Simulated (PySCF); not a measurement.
What binds S₂: the parts of the energy along the bond

State: triplet, unpaired electrons π ↑↑. ROHF-based CCSD(T) in PySCF 2.14 with S cc-pV(T+d)Z and S cc-pV(Q+d)Z (frozen core orbitals: 10; no relativity). Correlation energies are extrapolated as n⁻³ (n = 3, 4), Hartree–Fock as (n+1)·exp(−9√n). CV is the change on freezing 2 orbitals instead, in S cc-pwCVTZ. SR is the spin-free X2C energy in S cc-pVTZ-DK less the non-relativistic one in S cc-pVTZ. All energies in eV from S + S.

| R (Å) | HF/CBS | CCSD corr. | (T) | CV | SR | total |
| --- | --- | --- | --- | --- | --- | --- |
| 1.6684 | -1.186 | -1.854 | -0.2543 | -0.0622 | 0.0072 | -3.348 |
| 1.7442 | -1.857 | -1.890 | -0.2763 | -0.0459 | 0.0105 | -4.058 |
| 1.8200 | -2.139 | -1.938 | -0.3015 | -0.0329 | 0.0119 | -4.399 |
| 1.8959 | -2.145 | -1.996 | -0.3301 | -0.0227 | 0.0121 | -4.482 |
| 1.9717 | -1.957 | -2.065 | -0.3618 | -0.0145 | 0.0115 | -4.386 |
| 2.0665 | -1.538 | -2.163 | -0.4058 | -0.0067 | 0.0102 | -4.103 |
| 2.1613 | -0.993 | -2.273 | -0.4540 | -0.0009 | 0.0087 | -3.712 |

A fit to the total gives Re = 1.8883 Å, De = 4.483 eV, ωe = 736.1 cm⁻¹, Be = 0.2957 cm⁻¹ (masses 31.9721 and 31.9721 u).

Problem. At R = 1.8959 Å the CCSD correlation energy is -0.354800 hartree in the smaller basis and -0.379236 in the larger. Extrapolate it.

Solution. (4³·E4 − 3³·E3)/(4³ − 3³) = -0.39707 hartree; the larger basis holds 95.5 % of it.

The T1 diagnostic is 0.019. Spin–orbit coupling, excitations beyond (T) and corrections to the Born–Oppenheimer picture are left out.
